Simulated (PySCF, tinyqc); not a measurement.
Inside a calculation. Method: FCI on RHF in the sto-6g basis, frozen core, for OH-, spin multiplicity 1. The basis has no diffuse functions, so it cannot describe the extra electron: this is an exercise in the method, not the real anion. The lowest restricted solution is unstable here: a spin-polarised one lies 0.0123 hartree lower (PySCF). One step of it, computed by the program tinyqc.

Problem. FCI: determinants and Hamiltonian. Slater-Condon rules over spin orbitals, with the nuclear repulsion and the energy of the frozen orbital added and E(HF) subtracted on the diagonal. Only determinants linked to the reference directly or through others are kept (one block of an abelian symmetry group), so some states are absent.

one-electron integrals dressed by the frozen orbital, h + 2 (pq|11) - (p1|1q) (hartree), lower triangle:
```
           2          3          4          5          6
2  -5.090711
3   0.000000  -4.566249
4   0.000000   0.000000  -4.566249
5   0.215846   0.000000   0.000000  -2.900225
6  -0.218569   0.000000   0.000000  -0.994950  -4.017947
```

energy of the frozen orbital, 2 h_11 + (11|11) = -59.70216332 hartree

Two-electron integrals over orbitals (pq|rs), unique and non-zero (hartree); the lowest 1 orbital is frozen and left out:
```
(22|22) 0.783441    (32|32) 0.169712    (33|22) 0.798035    (33|33) 0.880663
(42|42) 0.169712    (43|43) 0.047461    (44|22) 0.798035    (44|33) 0.785741
(44|44) 0.880663    (52|22) -0.058383   (52|33) -0.058512   (52|44) -0.058512
(52|52) 0.056251    (53|32) -0.019400   (53|53) 0.012774    (54|42) -0.019400
(54|54) 0.012774    (55|22) 0.423660    (55|33) 0.412122    (55|44) 0.412122
(55|52) 0.037788    (55|55) 0.614243    (62|22) 0.024825    (62|33) 0.034517
(62|44) 0.034517    (62|52) 0.068889    (62|55) 0.015271    (62|62) 0.130151
(63|32) 0.014881    (63|53) 0.017765    (63|63) 0.039011    (64|42) 0.014881
(64|54) 0.017765    (64|64) 0.039011    (65|22) 0.200509    (65|33) 0.198069
(65|44) 0.198069    (65|52) -0.054895   (65|55) -0.093926   (65|62) -0.003267
(65|65) 0.179258    (66|22) 0.695633    (66|33) 0.685423    (66|44) 0.685423
(66|52) -0.017044   (66|55) 0.507130    (66|62) 0.047115    (66|65) 0.130334
(66|66) 0.703402
```

nuclear repulsion = 2.51539970 hartree

Hartree-Fock energy = -74.69313709 hartree

Give: determinants; H - E(HF) between determinants.

Solution.

Occupation strings over the orbitals (2 doubly, a alpha, b beta, 0 empty; spin orbitals ordered 1a 1b 2a 2b ...): 222220 2222ab 2a222b 2222ba 2b222a 222202 2a22b2 222022 220222 2b22a2 202222

H - E(HF) between determinants (hartree), lower triangle:
```
         222220   2222ab   2a222b   2222ba   2b222a   222202   2a22b2   222022
222220   0.0000
2222ab   0.0000   0.2859
2a222b   0.0000   0.0138   0.8398
2222ba   0.0000  -0.1793   0.0033   0.2859
2b222a   0.0000   0.0033  -0.1302   0.0138   0.8398
222202   0.1793   0.2243   0.0549  -0.2243  -0.0549   0.8753
2a22b2   0.0033  -0.0549   0.0702   0.0318  -0.0689  -0.0686   1.0501
222022   0.0390  -0.0178  -0.0149   0.0178   0.0149   0.0128   0.0194   0.2516
220222   0.0390  -0.0178  -0.0149   0.0178   0.0149   0.0128   0.0194   0.0475
2b22a2  -0.0033   0.0318  -0.0689  -0.0549   0.0702   0.0686  -0.0563  -0.0194
202222   0.1302  -0.0689   0.0223   0.0689  -0.0223   0.0563   0.0276   0.1697

         220222   2b22a2  202222
220222   0.2516
2b22a2  -0.0194   1.0501
202222   0.1697  -0.0276  1.7753
```
